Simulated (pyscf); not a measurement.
Optimised with ωB97X-D3(BJ)/def2-SVP in PySCF. MP2 and CC: frozen core, UHF for open shells. ΔMP2 is the change of the MP2 total energy from the triple- to the quadruple-zeta basis.

### Question
Estimate by transition-state theory (the high-pressure limit) the rate constant of AlH (SMILES [AlH]) [singlet] + NH₃ (SMILES N) -> H₂N–AlH₂ (SMILES [NH2][AlH2]) (singlet surface; H–N broken, Al–N, Al–H formed) at 1200 K, with CCSD(T)/def2-TZVPP + ΔMP2(QZVPP) energies (ideal gas, 1 atm, RRHO with modes under 100 cm⁻¹ raised to 100, one conformer, R ln 2 for rigid chiral ones; no tunnelling).

### Answer
The electronic barrier is 22.6 kcal/mol and the thermal terms add +32.0, so ΔG‡ = 54.6 kcal/mol. With k_BT/h = 2.50e+13 s⁻¹ and RT = 2.385 kcal/mol, and a volume of 1.64e-19 cm³ per molecule at 1 atm, k = 4.7e-16 cm³ molecule⁻¹ s⁻¹. The product is born with the 73 kcal/mol of the reverse barrier and needs collisions to keep. Wigner's tunnelling factor for 1559i cm⁻¹ would be 1.15. A shift of 1 kcal/mol in the barrier changes k by a factor 1.5. On the reactant side the descent ends in an adduct with a Al–N contact, 17.2 kcal/mol under the separated species and 39.8 kcal/mol under the saddle at ωB97X-D3(BJ)/def2-TZVP. What is counted as formed (Al–N) is already present as a longer contact in the reactant adduct; forming that adduct is a step of its own. The same reactants have a lower exit, to H₂N–Al [singlet] + H₂ (barrier +7.2 kcal/mol at ωB97M-D3(BJ), against +24.5 kcal/mol here). One saddle was located; it need not be the lowest between these sides. The CCSD(T) − MP2 part came from Ansatz, without density fitting, on the same reference.
